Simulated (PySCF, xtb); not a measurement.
hydrogen peroxide (H2O2), SMILES OO.

GFN2-xTB in xtb 6.7.1 at its own geometry gives an orbital gap of 7.58 eV and a dipole moment of 0.03 D.

Geometry optimised at PBE-D3(BJ)/def2-TZVP.

Task: What does PBE/def2-TZVPD in PySCF give? (An estimate is asked for; the answer gives what the named calculation found.)

Result: gap 4.88 eV (levels -6.46 and -1.58 eV), dipole 1.65 D.
